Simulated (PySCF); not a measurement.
# H₄SS: from structure and modes to constants

All numbers come from PBE0 in PySCF with S def2-TZVP, H def2-TZVP; no relativity; density-fitted integrals.

The singlet minimum has C2v symmetry. Masses (u): S 31.97207, H 1.00782.

```xyz
6
charge 0 multiplicity 1, angstrom
S     0.0000    0.0000   -0.8894
S     0.0000    0.0000    1.0628
H     1.0291    0.0000   -1.8067
H     0.0000    1.4147   -0.9427
H    -1.0291    0.0000   -1.8067
H     0.0000   -1.4147   -0.9427
```

Harmonic wavenumbers (cm⁻¹): 488.5 (b2, ×1), 593.9 (a1, ×1), 886.6 (b1, ×1), 895.8 (a1, ×1), 1262.8 (b2, ×1), 1329.4 (a1, ×1), 1410.4 (b1, ×1), 1490.0 (a2, ×1), 2062.8 (a1, ×1), 2098.7 (b1, ×1), 2354.1 (b2, ×1), 2392.3 (a1, ×1).

Task: Find the principal moments of inertia and the rotational constants. What kind of rotor is it?

Result: About the centre of mass I = 6.1687, 71.908, 73.807 u Å². With B = 16.8576/I this gives 2.733, 0.2344, 0.2284 cm⁻¹. The molecule is an asymmetric top with κ = -1.00.

Task: What is the harmonic zero-point energy?

Result: Half the sum of all 12 wavenumbers, 17265/2 = 8633 cm⁻¹, which is 103.3 kJ/mol (1 cm⁻¹ = 0.0119627 kJ/mol).

Task: Give the standard entropy (298.15 K, 1 bar) by its translational, rotational, vibrational and spin parts, and Cp.

Result: Sackur–Tetrode with M = 67.98 u gives 161.5; rotation with symmetry number 2 gives 86.0; vibration 6.4; spin R ln 1 = 0.0. The total is 253.8 J/(mol K), and Cp = 4 R + 16.1 = 49.4 J/(mol K).

This need not be the most stable arrangement of these atoms.
